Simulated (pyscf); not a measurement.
Single points on ωB97X-D3(BJ)/def2-SVP structures (PySCF, gas phase). Correlated levels are frozen-core, on RHF or UHF. ΔMP2 is the change of the MP2 total energy from the triple- to the quadruple-zeta basis.

### Question
Estimate by transition-state theory the rate constant of SeH• + H₂O → HO–SeH + H• (doublet surface; H–O broken, O–Se formed) at 900 K, with CCSD(T)/def2-TZVPP + ΔMP2(QZVPP) energies (ideal gas, 1 atm, RRHO with modes under 100 cm⁻¹ raised to 100, one conformer, R ln 2 for chiral ones without a mode under 150 cm⁻¹; no tunnelling).

### Answer
The electronic barrier is 64.6 kcal/mol and the thermal terms add +18.3, so ΔG‡ = 82.9 kcal/mol. With k_BT/h = 1.88e+13 s⁻¹ and RT = 1.788 kcal/mol, and a volume of 1.23e-19 cm³ per molecule at 1 atm, k = 1.7e-26 cm³ molecule⁻¹ s⁻¹. Wigner's tunnelling factor for 1247i cm⁻¹ would be 1.17. A shift of 1 kcal/mol in the barrier changes k by a factor 1.7. One saddle was located; it need not be the lowest between these sides. The angle at the attacked O is 154°. The CCSD(T) − MP2 part came from Ansatz, without density fitting, on the same reference. The frozen core leaves the outer d or s,p core shells of the metals and heavy elements correlated in the MP2 and CC values, and def2-TZVPP describes them poorly, which can shift differences by a few kcal/mol. Left out: orbital degeneracy and the spin-orbit lowering of SeH, which is large for Br, Se, Te and I. Elements up to Kr have no core potential and no relativistic terms here.
